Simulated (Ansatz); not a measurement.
**C4H4O: a ladder of functionals and wavefunction methods**

How much do the methods differ for C4H4O? The plan is to run it at one geometry with functionals of several rungs and with coupled cluster, and see how far each lands from CCSD(T) at the basis-set limit for the atomisation energy.

Program: Ansatz 0.2.0, Gaussian basis. Level of theory: functionals in def2-TZVPP, the program's frozen cores in correlated methods. These are calculated values, not measurements.

Plan: LDA (SPW92), PBE-D4, revPBE-D4, BLYP-D4, r2SCAN-D4, B97M-V, PBE0-D4, B3LYP-D4, r2SCANh-D4, r2SCAN0-D4, HSE06-D4, BHLYP-D4, CAM-B3LYP-D4, LC-ωPBE, ωB97X-V, ωB97M-V, B2PLYP, PBE-QIDH; CCSD(T)/def2-SVP; CCSD(T)/def2-TZVPP; MP2/def2-QZVPP; extrapolation to the limit; RPA on PBE.

## Step 1: Structure used throughout

All runs share one geometry, relaxed beforehand with PBE0-D4 in a triple-zeta def2 set.

SMILES `C#CC(=C)O`, 9 atoms, charge 0, spin multiplicity 1.

Atoms are counted from 1 here; the program's logs count them from 0.

Bond lengths: C1–C2 1.202 Å, C1–H6 1.065 Å, C2–C3 1.426 Å, C3–C4 1.332 Å, C3–O5 1.362 Å, C4–H7 1.079 Å, C4–H8 1.082 Å, O5–H9 0.961 Å. Angles: C2–C1–H6 178.9°, C1–C2–C3 177.0°, C2–C3–C4 123.1°, C2–C3–O5 116.0°, C4–C3–O5 121.0°, C3–C4–H7 120.0°, C3–C4–H8 120.5°, H7–C4–H8 119.5°, C3–O5–H9 108.9°.

## Step 2: LDA

This LDA is Slater exchange with PW92 correlation.

File in.yaml:

```yaml
crystal:
  periodic: [false, false, false]
  atoms:
    - {symbol: C, position_ang: [-0.374084, 2.048688, -0.454417]}
    - {symbol: C, position_ang: [-0.160076, 0.900681, -0.167875]}
    - {symbol: C, position_ang: [0.088470, -0.441156, 0.244720]}
    - {symbol: C, position_ang: [0.296116, -1.438967, -0.613084]}
    - {symbol: O, position_ang: [0.103522, -0.658206, 1.589168]}
    - {symbol: H, position_ang: [-0.562315, 3.060339, -0.727355]}
    - {symbol: H, position_ang: [0.280805, -1.248965, -1.675328]}
    - {symbol: H, position_ang: [0.480680, -2.442432, -0.253275]}
    - {symbol: H, position_ang: [-0.064417, 0.173617, 2.040248]}
basis:
  gaussian: {orbitals: def2-TZVPP}
hamiltonian: {xc: lda}
output: {orbitals: {seedname: orbitals}}
```

Command:

```bash
$ ansatz run in.yaml --threads 4 --pin off --events-out ev --progress --plain --max-ram 10444MiB
```

The runs that follow: PBE-D4 (GGA); revPBE-D4 (GGA); BLYP-D4 (GGA); r2SCAN-D4 (meta-GGA); B97M-V (meta-GGA); B3LYP-D4 (hybrid); r2SCANh-D4 (hybrid); r2SCAN0-D4 (hybrid); HSE06-D4 (hybrid); BHLYP-D4 (hybrid); CAM-B3LYP-D4 (range-separated); LC-ωPBE (range-separated); ωB97X-V (range-separated); ωB97M-V (range-separated); B2PLYP (double hybrid); PBE-QIDH (double hybrid); CCSD(T) in def2-SVP; CCSD(T) in def2-TZVPP; MP2 in def2-QZVPP; RPA on PBE orbitals.

**Question.** What will the summary of the whole plan be? Wanted: atomisation energy, CCSD(T)/CBS; farthest beyond LDA; mean size of error, GGA; mean size of error, meta-GGA; mean size of error, hybrid; mean size of error, range-separated; mean size of error, double hybrid; gap, smallest and largest; T1 diagnostic.

**Answer**, as computed:

| quantity | value |
| --- | --- |
| atomisation energy, CCSD(T)/CBS | 3989.9 kJ/mol |
| functionals within 19.9 kJ/mol (0.5 %) | B97M-V, B3LYP-D4, r2SCANh-D4, CAM-B3LYP-D4, LC-ωPBE, ωB97X-V, ωB97M-V, B2PLYP, PBE-QIDH |
| farthest beyond LDA | PBE-D4 (+168.1 kJ/mol) |
| mean size of error, GGA | 84.8 kJ/mol |
| mean size of error, meta-GGA | 19.9 kJ/mol |
| mean size of error, hybrid | 57.8 kJ/mol |
| mean size of error, range-separated | 10.8 kJ/mol |
| mean size of error, double hybrid | 11.5 kJ/mol |
| gap, smallest and largest | 3.96 eV (LDA (SPW92)), 10.86 eV (LC-ωPBE) |
| T1 diagnostic | 0.0128 |
| triples share of the correlation energy | 4.6 % |

LDA overbinds by 681.3 kJ/mol (17 %). PBE-D4 misses by +168.1 kJ/mol. Double hybrids carry the basis error of their MP2 part in triple zeta, and no dispersion term here, so their miss is partly the set-up's. The rungs range-separated, double hybrid, meta-GGA miss on average by less than the doubt on the reference (19.9 kJ/mol), so they tie; GGA functionals have the largest mean beyond LDA (84.8 kJ/mol). The reference freezes the cores and leaves out relativity and excitations past (T), so misses under about 19.9 kJ/mol can't be ranked. Hartree-Fock recovers 71 % of the binding; the rest is correlation. CCSD(T) in def2-SVP is off by -177.1 kJ/mol, more than most functionals: a good method in a small basis is no reference. The gap grows from 4.0 to 10.9 eV across the functionals, mostly with the share of exact exchange. The restricted reference is unstable towards a spin-broken one.
